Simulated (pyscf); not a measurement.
**Four-centre exchange: `[Cl][V]([Cl])([Cl])[Cl]` [doublet] + `[H][H]` → `[Cl][VH]([Cl])[Cl]` [doublet] + `[ClH]`**

Gas phase, doublet surface, charge 0. Bonds broken: V1–Cl2, H6–H7. Bonds formed: V1–H6, Cl2–H7. Single points on ωB97X-D3(BJ)/def2-SVP structures (PySCF, gas phase).

Transition state (Å):

```xyz
7

V     -1.0304    -0.3861    -0.1075
Cl    -0.3199     1.3157     1.5673
Cl    -0.4896    -1.6198    -1.7655
Cl    -2.6036     0.8718    -0.7906
Cl    -1.6682    -1.7053     1.4344
H      0.5882     0.0071    -0.3355
H      0.4630     0.6808     0.4984
```

One imaginary mode, 506i cm⁻¹; descent along it reached the two sides named, in the forms told below.

| bond | change | reactant side (Å) | saddle | product side |
|---|---|---|---|---|
| V1–Cl2 | breaks | 2.114 | 2.491 | 2.7 |
| H6–H7 | breaks | 0.761 | 1.079 | 3.3 |
| V1–H6 | forms | 3.5 | 1.681 | 1.578 |
| Cl2–H7 | forms | 3.2 | 1.469 | 1.292 |

Electronic energies relative to the separated reactants (kcal/mol):

| level | barrier | reaction energy | reverse barrier |
|---|---|---|---|
| ωB97X-D3(BJ)/def2-TZVP | 34.6 | +30.1 | 4.5 |
| PBE/def2-TZVP | 31.0 | +32.1 | -1.1 |
| r²SCAN/def2-TZVP | 32.8 | +33.8 | -1.0 |
| B3LYP-D3(BJ)/def2-TZVP | 34.8 | +31.2 | 3.7 |
| PBE0-D3(BJ)/def2-TZVP | 31.3 | +29.6 | 1.7 |
| M06-2X/def2-TZVP | 35.9 | +26.3 | 9.6 |
| ωB97M-D3(BJ)/def2-TZVP | 33.9 | +25.2 | 8.7 |
| HF/def2-TZVP | 45.4 | +13.6 | 31.9 |

With ωB97M-D3(BJ)/def2-TZVP energies and thermal terms (ideal gas, 1 atm, RRHO with modes under 100 cm⁻¹ raised to 100, one conformer, R ln 2 for chiral ones without a mode under 150 cm⁻¹), in kcal/mol:

```csv
T (K),ΔH‡,ΔG‡,ΔH,ΔG
298,34.0,41.9,+25.7,+22.7
600,33.1,50.2,+25.0,+19.9
900,33.0,58.8,+24.7,+17.4
1200,33.2,67.4,+24.5,+15.0
```

On the product side the descent ends in an adduct with a Cl–V contact (not fully relaxed), 3.5 kcal/mol under the separated species and 8.0 kcal/mol under the saddle at ωB97X-D3(BJ)/def2-TZVP. At PBE, r²SCAN the saddle lies under the separated products, which points to a path from their complex (located at ωB97X-D3(BJ) alone), and parting the products costs more than the saddle. What is counted as broken (Cl–V) persists as a longer contact in the product adduct; parting that adduct is a step of its own. At the saddle there is also a short H–V contact that neither side keeps. This is the saddle that the search found; another between the same sides may lie lower. Open-shell species with a d-block atom are single-reference here; other states, and whether the spin sits on metal or ligand, were not checked.
